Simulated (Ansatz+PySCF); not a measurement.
doublet CH3: levels of theory in one basis

```xyz
4

C     0.0000    0.0000    0.0000
H     1.0903    0.0000    0.0000
H    -0.5452    0.9443    0.0000
H    -0.5452   -0.9443    0.0000
```

Basis set: STO-3G (spherical functions). Correlated methods keep 1 orbital frozen. Correlation on ROHF uses semicanonical orbitals with singles. Charge 0, multiplicity 2.

Computed with Ansatz (development build ahead of 0.2.0); each method stands on the lowest determinant of its kind that the runs found.

```
                            method  E − E(ROHF) (eV)  <S²> of the determinant
                              ROHF              0.00                     0.75
                               UHF             -0.13                     0.77
                          ROHF-MP2             -1.14                        –
                           UHF-MP2             -1.18                     0.77
                         ROHF-CCSD             -1.72                        –
                      ROHF-CCSD(T)             -1.73                        –
full CI (lowest root of this spin)             -1.73                        –
```

**Question.** Is a single determinant a sound starting point here?

**Answer.** By this sign, yes. Unrestricted orbitals gain 0.13 eV and <S²> is 0.77 against 0.75 for a pure state.
